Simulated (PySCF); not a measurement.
## Highest orbital energy against ionisation energy along the alkaline earths

Calculated with PySCF 2.14, no spin-orbit coupling. Each cell gives −ε(HOMO) / ΔSCF in eV; NIST values include spin-orbit coupling, (s) semi-empirical, (t) theoretical.

```tsv
species	UHF	LDA	PBE	PBE0	r2SCAN	NIST (lowest levels)
Be (aug-cc-pCVTZ-DK, spin-free X2C)	8.417 / 8.044	5.599 / 9.027	5.610 / 9.001	6.494 / 8.975	5.743 / 8.793	9.323
Mg (aug-cc-pCVTZ-DK, spin-free X2C)	6.896 / 6.616	4.780 / 7.730	4.704 / 7.622	5.432 / 7.551	4.821 / 7.382	7.646
Ca (aug-cc-pwCVTZ-X2C, spin-free X2C)	5.341 / 5.137	3.864 / 6.240	3.764 / 6.093	4.331 / 6.015	3.828 / 5.827	6.113
Sr (aug-cc-pwCVTZ-X2C, spin-free X2C)	4.931 / 4.744	3.640 / 5.870	3.524 / 5.700	4.047 / 5.615	3.580 / 5.426	5.695
Ba (aug-cc-pwCVTZ-X2C, spin-free X2C)	4.438 / 4.271	3.344 / 5.376	3.226 / 5.204	3.697 / 5.118	3.262 / 4.925	5.212
```

Task: How far is −ε(HOMO) from ΔSCF on average for each method, and why?

Result: UHF 0.24 eV; LDA -2.60 eV; PBE -2.56 eV; PBE0 -1.85 eV; r2SCAN -2.22 eV. Hartree-Fock orbital energies lack relaxation and so exceed the ΔSCF value; semilocal functionals have convex E(N) from self-interaction, so their HOMO lies far too high; exact exchange moves hybrids part of the way back.
